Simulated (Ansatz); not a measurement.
`S[B]S`, charge 0, multiplicity 2.

**Question.** Give a relaxed structure at PBE0-D4/def2-TZVP (Ansatz). (Estimate.)

**Answer.** Computed: 
Z-matrix (Å, degrees):
```
S
B 1 1.749
H 1 1.357 2 100.3
S 2 1.749 1 139.9 3 -0.0
H 4 1.356 2 100.3 1 0.0
```
Point group C2v.
